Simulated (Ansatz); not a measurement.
**CH3Cl + N2: molecular dynamics**

Purpose: to follow the two partners and see whether they stay together, part or react. The start is relaxed first. Runs: 300 steps of 1 fs under a Langevin thermostat at 300 K. SMILES of the start: N#N.CCl.

All numbers below are computed with Ansatz 0.2.0 (RKS B3LYP/def2-SVP).

### 1 The system as given

Bond lengths: N1–N2 1.098 Å, C3–Cl4 1.778 Å, C3–H5 1.085 Å, C3–H6 1.085 Å, C3–H7 1.085 Å. Angles: Cl4–C3–H5 108.2°, Cl4–C3–H6 108.2°, Cl4–C3–H7 108.2°, H5–C3–H6 110.7°, H5–C3–H7 110.6°, H6–C3–H7 110.7°.

Coordinates:

```xyz
7

N    -0.0947   -0.5360   -2.8639
N     0.0947    0.5360   -2.7195
C     0.0779   -0.0922    1.2090
Cl   -0.8347    0.9859    0.1285
H     1.0926   -0.1714    0.8318
H    -0.4082   -1.0627    1.2096
H     0.0723    0.3403    2.2046
```

### 2 Preparing the start

The input, input.yaml:

```yaml
crystal:
  periodic: [false, false, false]
  atoms:
    - { symbol: "N", position_ang: [-0.0947, -0.536, -2.8639] }
    - { symbol: "N", position_ang: [0.0947, 0.536, -2.7195] }
    - { symbol: C, position_ang: [0.0779, -0.0922, 1.209] }
    - { symbol: Cl, position_ang: [-0.8347, 0.9859, 0.1285] }
    - { symbol: H, position_ang: [1.0926, -0.1714, 0.8318] }
    - { symbol: H, position_ang: [-0.4082, -1.0627, 1.2096] }
    - { symbol: H, position_ang: [0.0723, 0.3403, 2.2046] }
basis:
  gaussian: { orbitals: def2-SVP }
hamiltonian:
  xc: b3lyp
relax:
  f_tol: 0.02
  max_steps: 40
```

Command:

```sh
$ ansatz run input.yaml --threads 1 --pin off --max-ram 2048MiB --backend cpu --events-out ev --progress --plain --runs-dir out
```

What it wrote, cut to the lines that bear on the results:

```text
Warning: RAYON_NUM_THREADS=1 ignored (pool sized by the plan → 1); use --threads N
[...]
Functional definition: B3LYP
[...]
823 factors; integrals over basis functions are off by at most 3.3e-4 eV
[...]
mean field -16582.18591961 eV, -609.3840927364 hartree, gradient 9.3e-6 eV, S^2 0.000000; 0 other end points of the search recorded, 0 dependent functions left out
[...]
reference -16582.18613303 eV, -609.3841005794 hartree; 20, 20 occupied and 55, 55 virtual orbitals, 823 factors
relax step   1: F+E_penalty+E_count = -16582.18591961 eV  Δ(F+E_penalty+E_count) = +0.000e0 eV  max|allowed force component| = 4.108e-1 eV/Å  Δτ_max = 0.0000 Å  (26 SCF iters, accepted)
[...]
relax step   7: F+E_penalty+E_count = -16582.23995542 eV  Δ(F+E_penalty+E_count) = +1.106e-2 eV  max|allowed force component| = 1.760e0 eV/Å  Δτ_max = 0.1089 Å  (28 SCF iters, rejected (line search))
[...]
relax step  13: F+E_penalty+E_count = -16582.25217239 eV  Δ(F+E_penalty+E_count) = -3.172e-4 eV  max|allowed force component| = 1.368e-1 eV/Å  Δτ_max = 0.0243 Å  (28 SCF iters, accepted)
[...]
relax step  19: F+E_penalty+E_count = -16582.25588822 eV  Δ(F+E_penalty+E_count) = -1.699e-3 eV  max|allowed force component| = 6.050e-2 eV/Å  Δτ_max = 0.0422 Å  (29 SCF iters, accepted)
[...]
relax step  24: F+E_penalty+E_count = -16582.26001457 eV  Δ(F+E_penalty+E_count) = -1.704e-3 eV  max|allowed force component| = 7.740e-2 eV/Å  Δτ_max = 0.0712 Å  (28 SCF iters, accepted)
relax step  25: F+E_penalty+E_count = -16582.24044780 eV  Δ(F+E_penalty+E_count) = +1.957e-2 eV  max|allowed force component| = 2.018e0 eV/Å  Δτ_max = 0.1041 Å  (28 SCF iters, rejected (line search))
```

### 3 More of the same log: start relaxed

Output, continued, cut to the lines that bear on the results:

```text
relax step  26: F+E_penalty+E_count = -16582.26098210 eV  Δ(F+E_penalty+E_count) = -9.675e-4 eV  max|allowed force component| = 7.543e-2 eV/Å  Δτ_max = 0.0491 Å  (27 SCF iters, accepted)
[...]
relax step  28: F+E_penalty+E_count = -16582.26239085 eV  Δ(F+E_penalty+E_count) = -5.403e-4 eV  max|allowed force component| = 2.276e-1 eV/Å  Δτ_max = 0.0141 Å  (28 SCF iters, accepted)
[...]
relax step  30: F+E_penalty+E_count = -16582.26608612 eV  Δ(F+E_penalty+E_count) = -3.349e-3 eV  max|allowed force component| = 3.400e-1 eV/Å  Δτ_max = 0.0485 Å  (27 SCF iters, accepted)
[...]
relax step  32: F+E_penalty+E_count = -16582.26785521 eV  Δ(F+E_penalty+E_count) = -1.081e-3 eV  max|allowed force component| = 5.959e-1 eV/Å  Δτ_max = 0.0515 Å  (28 SCF iters, accepted)
[...]
reference -16582.27251790 eV, -609.3872751648 hartree; 20, 20 occupied and 55, 55 virtual orbitals, 823 factors
Total energy: -16582.27251790 eV, -609.3872751648 hartree
Atom 0 at     0.478581    -0.067225    -2.381864 Å, force     0.006873    -0.005086     0.014515 eV/Å
Atom 1 at     0.075863     0.305440    -3.335407 Å, force    -0.005465     0.006082    -0.014655 eV/Å
Atom 2 at    -0.013472    -0.141095     1.203809 Å, force    -0.005560    -0.006180     0.005058 eV/Å
Atom 3 at    -1.193514     0.998775     0.472910 Å, force     0.000636    -0.003727     0.003277 eV/Å
Atom 4 at     0.685405    -0.466227     0.423397 Å, force    -0.000820     0.000324     0.004046 eV/Å
Atom 5 at    -0.558143    -1.004244     1.608063 Å, force     0.005146     0.012086    -0.003290 eV/Å
Atom 6 at     0.525180     0.374475     2.009191 Å, force    -0.000811    -0.003499    -0.008950 eV/Å
Dipole moment:     0.244787    -0.236199     0.148996 e Å
```

Run time: 2.3 min. Hardware: 1 thread of Arm Neoverse N1, shared host; peak memory 0.15 GiB.

The steps of the relaxation, one in 2:

```tsv
step	energy from step 1 (eV)	largest force component (eV/Å)
1	0.0000	0.4108
3	-0.0620	0.6755
5	-0.0648	0.0233
7x	-0.0540	1.7595
9	-0.0653	0.1343
11	-0.0659	0.0616
13	-0.0663	0.1368
15	-0.0674	0.0725
17x	-0.0579	1.5493
19	-0.0700	0.0605
21	-0.0714	0.2802
23	-0.0724	0.1369
25x	-0.0545	2.0183
27	-0.0759	0.2957
29	-0.0768	0.6467
31	-0.0809	0.5922
33	-0.0854	0.0191
35	-0.0860	0.1045
36	-0.0864	0.0147
```

Step 1 is the start. 7 steps were tried and not accepted (marked x).

After: Bond lengths: N1–N2 1.100 Å, C3–Cl4 1.796 Å, C3–H5 1.097 Å, C3–H6 1.098 Å, C3–H7 1.098 Å. Angles: Cl4–C3–H5 108.5°, Cl4–C3–H6 108.8°, Cl4–C3–H7 108.8°, H5–C3–H6 110.2°, H5–C3–H7 110.4°, H6–C3–H7 110.0°.

### 4 Dynamics

300 steps of 1 fs under a Langevin thermostat at 300 K, from the relaxed start.

The input, input.yaml:

```yaml
crystal:
  periodic: [false, false, false]
  atoms:
    - { symbol: "N", position_ang: [0.478581, -0.067225, -2.381864] }
    - { symbol: "N", position_ang: [0.075863, 0.30544, -3.335407] }
    - { symbol: C, position_ang: [-0.013472, -0.141095, 1.203809] }
    - { symbol: Cl, position_ang: [-1.193514, 0.998775, 0.47291] }
    - { symbol: H, position_ang: [0.685405, -0.466227, 0.423397] }
    - { symbol: H, position_ang: [-0.558143, -1.004244, 1.608063] }
    - { symbol: H, position_ang: [0.52518, 0.374475, 2.009191] }
basis:
  gaussian: { orbitals: def2-SVP }
hamiltonian:
  xc: b3lyp
md:
  timestep: 1.0
  n_steps: 300
  ensemble: nvt_langevin
  temperature: 300.0
  initial_velocities: maxwell_boltzmann
  seed: 58184
  friction: 0.001
```

Command:

```sh
$ ansatz run input.yaml --threads 1 --pin off --max-ram 2048MiB --backend cpu --events-out ev --progress --plain --runs-dir out
```

What it wrote, cut to the lines that bear on the results:

```text
Warning: RAYON_NUM_THREADS=1 ignored (pool sized by the plan → 1); use --threads N
[...]
Functional definition: B3LYP
[...]
820 factors; integrals over basis functions are off by at most 2.2e-4 eV
[...]
mean field -16582.27232560 eV, -609.3872680980 hartree, gradient 7.8e-5 eV, S^2 0.000000; 0 other end points of the search recorded, 0 dependent functions left out
[...]
reference -16582.27253795 eV, -609.3872759017 hartree; 20, 20 occupied and 55, 55 virtual orbitals, 820 factors
md step     0: t =     0.00 fs  T =   257.1 K  F+E_penalty+E_count = -16582.27232560 eV  E_kin = 0.232668 eV  (24 SCF iters)
[...]
md step    22: t =    22.00 fs  T =   188.8 K  F+E_penalty+E_count = -16582.21264909 eV  E_kin = 0.170863 eV  (28 SCF iters)
[...]
md step    44: t =    44.00 fs  T =    90.5 K  F+E_penalty+E_count = -16582.12251770 eV  E_kin = 0.081913 eV  (28 SCF iters)
[...]
md step    66: t =    66.00 fs  T =   109.7 K  F+E_penalty+E_count = -16582.13948630 eV  E_kin = 0.099286 eV  (29 SCF iters)
[...]
md step    88: t =    88.00 fs  T =   209.0 K  F+E_penalty+E_count = -16582.19479326 eV  E_kin = 0.189065 eV  (28 SCF iters)
md step    89: t =    89.00 fs  T =   203.7 K  F+E_penalty+E_count = -16582.18631244 eV  E_kin = 0.184311 eV  (28 SCF iters)
```

### 5 More of the same log: dynamics from the start

The log, continued, cut to the lines that bear on the results:

```text
md step    90: t =    90.00 fs  T =   138.1 K  F+E_penalty+E_count = -16582.12243412 eV  E_kin = 0.124913 eV  (25 SCF iters)
[...]
md step   119: t =   119.00 fs  T =   172.2 K  F+E_penalty+E_count = -16582.20504500 eV  E_kin = 0.155826 eV  (28 SCF iters)
[...]
md step   148: t =   148.00 fs  T =   124.1 K  F+E_penalty+E_count = -16582.18576959 eV  E_kin = 0.112283 eV  (29 SCF iters)
[...]
md step   177: t =   177.00 fs  T =    80.3 K  F+E_penalty+E_count = -16582.16253054 eV  E_kin = 0.072690 eV  (30 SCF iters)
[...]
md step   205: t =   205.00 fs  T =   108.9 K  F+E_penalty+E_count = -16582.17617421 eV  E_kin = 0.098504 eV  (29 SCF iters)
md step   206: t =   206.00 fs  T =   138.7 K  F+E_penalty+E_count = -16582.20240980 eV  E_kin = 0.125474 eV  (30 SCF iters)
```

### 6 The output, continued: dynamics from the start

The log, continued, cut to the lines that bear on the results:

```text
md step   207: t =   207.00 fs  T =   156.2 K  F+E_penalty+E_count = -16582.22061739 eV  E_kin = 0.141348 eV  (29 SCF iters)
[...]
md step   230: t =   230.00 fs  T =    89.9 K  F+E_penalty+E_count = -16582.15778969 eV  E_kin = 0.081329 eV  (29 SCF iters)
[...]
md step   253: t =   253.00 fs  T =    70.6 K  F+E_penalty+E_count = -16582.13781648 eV  E_kin = 0.063870 eV  (23 SCF iters)
[...]
md step   276: t =   276.00 fs  T =   154.5 K  F+E_penalty+E_count = -16582.20028729 eV  E_kin = 0.139838 eV  (30 SCF iters)
[...]
md step   299: t =   299.00 fs  T =   139.5 K  F+E_penalty+E_count = -16582.16857863 eV  E_kin = 0.126251 eV  (30 SCF iters)
[...]
md step   300: t =   300.00 fs  T =    72.5 K  F+E_penalty+E_count = -16582.09765159 eV  E_kin = 0.065592 eV  (26 SCF iters)
Total energy: -16582.09786563 eV, -609.3808568122 hartree
Atom 0 at     0.607052    -0.695657    -2.206513 Å, force    -0.499793     0.712508    -1.246402 eV/Å
Atom 1 at     0.252575    -0.188882    -3.128319 Å, force     0.489211    -0.701590     1.254379 eV/Å
Atom 2 at    -0.126145     0.120537     1.290420 Å, force    -1.246785     0.890344     2.411954 eV/Å
Atom 3 at    -1.329578     1.102851     0.423682 Å, force    -0.042841     0.101936     0.098115 eV/Å
Atom 4 at     0.430525    -0.401029     0.612282 Å, force     1.864917    -1.422551    -2.302027 eV/Å
Atom 5 at    -0.588819    -0.627400     1.941310 Å, force    -0.541569    -0.016641     0.027448 eV/Å
Atom 6 at     0.524179     0.703094     1.955107 Å, force    -0.023140     0.435995    -0.243466 eV/Å
Dipole moment:     0.244823    -0.208040     0.160286 e Å
```

Run time: 18 min. Hardware: 1 thread of Arm Neoverse N1, shared host; peak memory 0.14 GiB.

### 7 Frames and traces

One step in 22; energies are changes from step 0:

```tsv
time (fs)	T (K)	potential energy change (meV/atom)	closest contact of the partners (Å)
0.0	257	0.0	2.84
22.0	189	8.5	2.87
44.0	91	21.4	2.86
66.0	110	19.0	2.85
88.0	209	11.1	2.82
110.0	215	7.0	2.78
132.0	140	13.6	2.77
154.0	59	19.0	2.80
176.0	74	16.5	2.84
198.0	110	13.5	2.86
220.0	97	16.7	2.87
242.0	58	21.7	2.83
264.0	55	21.0	2.74
286.0	100	19.9	2.75
300.0	72	25.0	2.84
```

time (fs), T (K) and a bar:
```
      0.0        257 ##############################
     13.0         69 ####
     26.0        150 ###############
     39.0        125 ############
     52.0        171 ##################
     65.0         95 ########
     78.0        169 ##################
     91.0         82 ######
    104.0        212 ########################
    117.0         72 ####
    130.0        181 ###################
    143.0         77 #####
    157.0        131 #############
    170.0         81 ######
    183.0        130 ############
    196.0        119 ###########
    209.0         97 ########
    222.0        116 ##########
    235.0        151 ###############
    248.0         66 ###
    261.0        117 ###########
    274.0         41 
    287.0        162 #################
    300.0         72 ####
```

Maxima of the velocity power spectrum (cm⁻¹, relative height; resolution about 220 cm⁻¹): 1390 (31), 3170 (100).

### 8 Snapshots as a file

Extended XYZ, with forces in eV/Å:

```xyz
7
time_fs=38.0 T=168 dE=0.0716
N     0.488   -0.070   -2.328   -0.528    0.466   -1.419
N     0.110    0.262   -3.318    0.539   -0.471    1.414
C    -0.083   -0.133    1.258   -0.568    0.054    1.067
Cl   -1.195    1.028    0.422    0.092   -0.192    0.084
H     0.681   -0.432    0.539    0.204   -0.034   -0.042
H    -0.686   -1.042    1.581    0.673    1.008   -0.203
H     0.362    0.425    2.143   -0.411   -0.832   -0.901
7
time_fs=75.0 T=108 dE=0.1577
N     0.519   -0.137   -2.298   -0.530    0.433   -1.461
N     0.148    0.164   -3.301    0.537   -0.435    1.456
C    -0.159   -0.096    1.283    1.520    0.418   -2.822
Cl   -1.238    1.041    0.403    0.017   -0.231    0.089
H     0.702   -0.403    0.606   -0.912    0.446    0.585
H    -0.651   -0.968    1.575   -1.370   -1.670    0.501
H     0.225    0.393    2.123    0.736    1.038    1.651
7
time_fs=112.0 T=57 dE=0.1860
N     0.540   -0.258   -2.252    0.437   -0.361    1.078
N     0.145    0.078   -3.214   -0.438    0.370   -1.084
C    -0.187   -0.048    1.218   -1.530   -0.259    2.916
Cl   -1.339    1.050    0.412   -0.291    0.215   -0.225
H     0.610   -0.218    0.529    0.847   -0.459   -0.420
H    -0.774   -1.005    1.540    1.207    1.408   -0.714
H     0.152    0.485    2.192   -0.231   -0.915   -1.551
7
time_fs=150.0 T=77 dE=0.1325
N     0.549   -0.343   -2.229    0.619   -0.540    1.489
N     0.152    0.008   -3.181   -0.622    0.547   -1.502
C    -0.193    0.015    1.226    0.923    0.264   -2.019
Cl   -1.399    1.048    0.412    0.035   -0.008   -0.052
H     0.675   -0.203    0.569   -0.372    0.348   -0.042
H    -0.605   -0.917    1.467   -1.079   -1.629    0.504
H     0.167    0.481    2.093    0.496    1.017    1.622
7
time_fs=188.0 T=102 dE=0.0979
N     0.512   -0.447   -2.225    0.300   -0.334    0.804
N     0.151   -0.028   -3.169   -0.305    0.346   -0.809
C    -0.173    0.052    1.280    0.293   -0.126   -0.506
Cl   -1.412    1.036    0.406   -0.074    0.093   -0.041
H     0.671   -0.108    0.531   -0.830    0.002    1.096
H    -0.689   -0.915    1.544    0.756    0.784    0.024
H     0.153    0.663    2.165   -0.141   -0.764   -0.567
7
time_fs=225.0 T=95 dE=0.1201
N     0.505   -0.541   -2.233   -0.262    0.425   -0.824
N     0.211   -0.077   -3.194    0.257   -0.414    0.835
C    -0.178    0.070    1.325   -1.500    0.656    0.889
Cl   -1.391    1.048    0.407    0.315   -0.220    0.296
H     0.575   -0.247    0.679    1.548   -0.597   -1.490
H    -0.645   -0.782    1.789   -0.643   -0.718   -0.022
H     0.241    0.614    2.155    0.286    0.868    0.316
7
time_fs=262.0 T=60 dE=0.1430
N     0.544   -0.617   -2.225   -0.536    0.910   -1.717
N     0.252   -0.125   -3.180    0.527   -0.897    1.721
C    -0.152    0.082    1.345    0.710   -0.673   -2.235
Cl   -1.362    1.074    0.425    0.050    0.061    0.171
H     0.521   -0.379    0.514   -0.959    0.548    1.539
H    -0.730   -0.716    1.847    0.474    0.334    0.247
H     0.459    0.757    1.961   -0.265   -0.283    0.274
7
time_fs=300.0 T=72 dE=0.1747
N     0.607   -0.696   -2.207   -0.500    0.713   -1.246
N     0.253   -0.189   -3.128    0.489   -0.702    1.254
C    -0.126    0.120    1.290   -1.247    0.890    2.412
Cl   -1.330    1.103    0.424   -0.043    0.102    0.098
H     0.430   -0.401    0.612    1.865   -1.423   -2.302
H    -0.589   -0.627    1.941   -0.542   -0.017    0.027
H     0.524    0.703    1.955   -0.023    0.436   -0.243
```

### 9 Outcome

| quantity | value |
| --- | --- |
| relaxation of the start | 28 moves, 0.086 eV lower |
| length | 300 steps of 1 fs |
| temperature, first and last step | 257 and 72 K |
| temperature, second half | mean 112 K, from 24 to 213 K |
| potential energy, second half | +14 meV/atom from the start |
| bonds formed or broken | 0 |

**Reading.** Against a set 300 K the second half averages 112 K with a spread of 37 K; 14 meV/atom has gone into potential energy, and a thermostat that acts over some 1000 fs has not made it up in 300 fs. No bond forms or breaks. The partners' closest contact stays at 2.84 Å; so short a run doesn't show whether they stay bound. A run of 300 fs with 7 atoms shows the motion but fixes no equilibrium value. The nuclei move classically, without zero-point motion, which matters most for hydrogen.
